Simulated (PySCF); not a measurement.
C5H12N (doublet state).
Geometry (GFN2-xTB, Å), atoms numbered from 1 in this order:
```
atom  x, y, z in Å
C1    -1.0062   -1.1937    0.4723
C2    -0.5619   -0.0850   -0.4758
C3    -1.6213    1.0071   -0.5491
C4     0.8041    0.5275   -0.0075
C5     1.9754   -0.4457   -0.1778
N6     0.6548    1.1090    1.2478
H7    -1.9580   -1.6029    0.1404
H8    -0.2831   -2.0044    0.5040
H9    -1.1276   -0.7898    1.4743
H10   -0.3998   -0.5050   -1.4746
H11   -1.6916    1.5065    0.4128
H12   -1.3668    1.7465   -1.3051
H13   -2.5891    0.5774   -0.7983
H14    0.9544    1.3689   -0.7147
H15    1.9915   -0.8631   -1.1820
H16    2.9172    0.0735   -0.0051
H17    1.9019   -1.2618    0.5381
H18    1.3972    0.8414    1.8887
```

The hyperfine couplings belong to this conformer and change with its torsions.

As a line formula: `CC(C)[C@H](C)[NH]` [radical].

Theory: UKS B3LYP, pcH-1 on C H N, non-relativistic, mean-field spin-orbit, GIAO in PySCF 2.14.0. The structure is a single GFN2-xTB conformer in the gas phase; no vibrational or solvent corrections. Couplings are sensitive to structure, and on GFN2-xTB geometries they can be far from those on DFT ones. Stability of the SCF solution: not tested.

**Question.** What is the g tensor, term by term?

**Answer.** 
```csv
Δg (ppt),1,2,3
relativistic mass correction,-0.20,-0.20,-0.20
gauge correction,0.00,0.03,0.04
orbital Zeeman/spin–orbit,0.02,1.71,5.52
total,-0.19,1.54,5.35
```

So g = 2.00213, 2.00386, 2.00767 and g_iso = 2.00455; the tensor is rhombic: the two nearest values differ by 31 % of g3 − g1. 

**Question.** What are the electron Larmor frequencies g μB B/h along the three axes at 3350 mT?

**Answer.** 93.8749, 93.9558, 94.1344 GHz for g1, g2 and g3, a range of 259.5 MHz.

**Question.** Average each term over the three axes. Which is largest in size?

**Answer.** The orbital-Zeeman/spin–orbit term 2.42, the mass correction -0.20 and the gauge correction 0.02 ppt, for a total of 2.23 ppt. The orbital-Zeeman/spin–orbit term is the largest in size. The mass correction is the same along every axis, so the anisotropy comes from the other two: their spans along these axes are 0.04 (gauge) and 5.50 ppt (orbital Zeeman/spin–orbit).

**Question.** In a frozen sample, at which fields do the three g values resonate at 9.5, 34, 94 and 263 GHz (hyperfine left aside), and which band first spreads them over more than twice a line width of 0.5 mT?

**Answer.** 
```
band    GHz  B(g3) mT  B(g2) mT  B(g1) mT  spread mT
   X    9.5    338.08    338.72    339.01       0.93
   Q   34.0   1209.97   1212.27   1213.32       3.34
   W   94.0   3345.22   3351.58   3354.46       9.25
   J  263.0   9359.49   9377.28   9385.36      25.87
```

The spread grows in proportion to the frequency. Q band is the first where it exceeds 1.0 mT.

The largest Mulliken spin populations are on N6 (+0.94), H14 (+0.09) and C4 (-0.07). No atom but N6 exceeds +0.15.

The HOMO–LUMO gaps are 8.03 eV among the α and 4.47 eV among the β orbitals.

The run took 96 s of wall time (with the writing of density and orbital grids) on one thread, Arm Neoverse N1 (aarch64), shared host, and the process peaked at 0.96 GiB of memory.
